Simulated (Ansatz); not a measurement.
## What a trial cell of Na relaxes into

Theory: Ansatz, DFT r2SCAN, scalar-relativistic, plane waves, PAW. Cutoff 500 eV, Γ-centred k mesh, Gaussian smearing, no spin polarisation in the final step.

This is the end of a relaxation of cell and atoms.

```xyz
2
Lattice="0.0000 3.8087 3.8087 3.8087 0.0000 3.8087 3.8087 3.8087 0.0000" Properties=species:S:1:pos:R:3 pbc="T T T"
Na    0.0000    0.0000    0.0000
Na    1.9043    1.9043    1.9043
```

Energies count from the standard state of Na at the same level.

**Question.** What space group does it have?

**Answer.** Fd-3m (No. 227). Conventional cell: a = 7.617 Å. Na has 4 Na at 3.30 Å.

**Question.** How far above the standard state of Na does it lie?

**Answer.** 0.39 eV/atom.

**Question.** Is it a metal?

**Answer.** Yes, bands cross the Fermi level on the 12×12×12 mesh.

The final run used a 12×12×12 mesh on its 2-atom cell and 0.10 eV smearing. For metals, differences of a few meV/atom aren't resolved. The cell came from a trial start, so Na may not exist in this structure.